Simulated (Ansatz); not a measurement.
The cation of `CC1(C)COC1` at the neutral geometry.

```yaml
crystal:
  periodic: [false, false, false]
  atoms:
    - {symbol: C, position_ang: [-0.657917, -1.115784, 0.862751]}
    - {symbol: C, position_ang: [0.034038, -0.046190, 0.043905]}
    - {symbol: C, position_ang: [1.533599, -0.059095, 0.255262]}
    - {symbol: C, position_ang: [-0.406551, 0.022055, -1.430261]}
    - {symbol: O, position_ang: [-0.980491, 1.322603, -1.257889]}
    - {symbol: C, position_ang: [-0.614483, 1.348291, 0.126280]}
    - {symbol: H, position_ang: [-0.292997, -2.111304, 0.593349]}
    - {symbol: H, position_ang: [-1.738863, -1.098372, 0.703766]}
    - {symbol: H, position_ang: [-0.471382, -0.971833, 1.931061]}
    - {symbol: H, position_ang: [2.023574, 0.715586, -0.339570]}
    - {symbol: H, position_ang: [1.960230, -1.024967, -0.030885]}
    - {symbol: H, position_ang: [1.781512, 0.114962, 1.306474]}
    - {symbol: H, position_ang: [0.407155, 0.028982, -2.164444]}
    - {symbol: H, position_ang: [-1.156554, -0.718428, -1.731014]}
    - {symbol: H, position_ang: [-1.491872, 1.420366, 0.779170]}
    - {symbol: H, position_ang: [0.071004, 2.173117, 0.352024]}
basis:
  gaussian: {orbitals: def2-TZVPP}
total_charge: 1
magnetization: {spin_polarized: true, initial_magnetization: 1}
hamiltonian: {xc: pbe0, dispersion: d4}
```

```sh
$ ansatz run in.yaml --threads 2 --pin off --events-out ev --progress --plain --max-ram 32768MiB --backend cuda --devices 0, --max-vram 18GiB
```

Shortened log:

```
Functional definition: PBE0
1641 factors; their error is unknown
mean field evaluation 1: about -7363.7063 eV, gradient 5.8e1 eV
mean field evaluation 2: about -7347.3954 eV, gradient 7.7e1 eV
mean field evaluation 4: about -7378.9554 eV, gradient 5.9e0 eV
mean field evaluation 8: about -7379.1433 eV, gradient 1.9e-1 eV
mean field evaluation 16: about -7379.1176 eV, gradient 1.1e-2 eV
mean field -7379.11763000 eV, -271.1775711570 hartree, gradient 3.6e-5 eV, S^2 0.755418; 4 other end points of the search recorded, 0 dependent functions left out
reference -7379.11766068 eV, -271.1775722845 hartree; 24, 23 occupied and 302, 303 virtual orbitals, 1641 factors
Total energy: -7379.36202717 eV, -271.1865525871 hartree
```

Run time 12 s (2 threads of an AMD EPYC 7R13 on a shared host and a share of an NVIDIA H100 80 GB); peak host memory 0.89 GiB.
